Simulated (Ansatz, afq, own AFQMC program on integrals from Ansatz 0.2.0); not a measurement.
# HClO, triplet in cc-pVTZ, levels against CCSDT(Q)

```yaml
atoms:
  - { symbol: Cl, position_ang: [0.0000, 0.0000, -1.3777] }
  - { symbol: H, position_ang: [0.0000, 0.0000, 0.1453] }
  - { symbol: O, position_ang: [0.0000, 0.0000, 1.2323] }
```

Connectivity, by distances: Cl ··· O, 1 bridging H.

Basis cc-pVTZ. Only valence electrons are correlated. Integrals, coupled cluster, full CI and functionals: Ansatz 0.2.0; the random walks run on the same integrals in our own AFQMC program. The CISD trial takes its coefficients from CCSD amplitudes. Released means that phaseless walkers are propagated on without the constraint, phases kept. Uncertainties: one standard error, sampling alone.

Determinant: UHF, the one that the program's search chose, which needn't be the lowest solution. The geometry is a point of a scan.

No full CI on the walks' own integrals is used here; CCSDT(Q) serves as the reference and is uncertain by about the last step of the cluster series.

Cautions: lower spins were not checked; unrestricted determinant slightly spin contaminated (⟨S²⟩ 2.06 against 2.00); the released energies are still falling, so no released level is given (meV from the phaseless value at times in 1/Eh: -22 ± 5 at 0.24, -35 ± 6 at 0.51, -45 ± 5 at 0.99, -52 ± 9 at 1.62, -50 ± 9 at 2.40), though the last usable value meets CCSDT(Q) within the noise.

- T1 diagnostic: 0.0164
- weight of the determinant in the CISD state: 0.873
- ⟨S²⟩ of the determinant: 2.060
- size of the correlated space: 14 electrons in 72 orbitals

| level | correlation energy (eV) |
| --- | --- |
| MP2 | -10.1588 |
| CCSD | -11.1600 |
| CCSD(T) | -11.5406 |

**Question.** Estimate where phaseless AFQMC with a CISD trial lies against CCSD(T) on the same integrals.

**Answer.** 0.0 ± 0.4 kJ/mol below CCSD(T). The gap is under twice the noise, so this walk alone can't tell the two apart.

Reference: CCSDT(Q), correlation energy -11.591 eV.

| level | E − E(reference) (kJ/mol) | share of correlation (%) |
| --- | --- | --- |
| CCSD(T) | 4.9 | 99.56 |
| CCSDT | 1.8 | 99.84 |
| ph-AFQMC/CISD | 4.9 ± 0.4 | 99.56 |

A walk keeps the symmetry of its determinant, which the program's search chose and which needn't be the lowest solution, so a lower state of the same spin and another symmetry isn't excluded.
